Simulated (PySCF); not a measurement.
C4H4N2, SMILES c1cncnc1, point group C2v.

Level: B3LYP/pcSseg-1 in PySCF (density fitting, grid level 2); geometry and Hessian at that level, cubic constants and property derivatives from steps of ±0.6 along each species' dimensionless normal coordinates, second-order vibrational perturbation theory. The parent has the commonest isotopes.

Equilibrium geometry in the parent's principal axes a, b, c (Å):

```csv
atom,a,b,c
C1,0.00,-1.38,0.00
C2,-1.18,-0.65,0.00
N3,-1.20,0.69,0.00
C4,0.00,1.28,0.00
N5,1.19,0.69,0.00
C6,1.18,-0.65,0.00
H7,0.00,-2.47,0.00
H8,-2.15,-1.15,0.00
H9,0.00,2.37,0.00
H10,2.16,-1.14,0.00
```

Ground-state constants (MHz). Parent: 6237.8, 6052.0, 3070.8. A species with one ²H: 6051.7, 5802.6, 2961.4.

Which position carries the label?

Moments I = 505379/B are 81.0189, 83.5056, 164.5750 and 83.5102, 87.0956, 170.6543 u Å². With M = 80.0374 u and Δm = 1.0063 u, μ = MΔm/(M + Δm) = 0.9938 u. Kraitchman's equations give |a|, |b|, |c| = 0.072i, 2.474, 0.032 Å. That is H7, whose equilibrium values are 0.001, 2.468, 0.000 Å. An imaginary value marks an atom near a principal plane, where vibrational terms outweigh the coordinate.
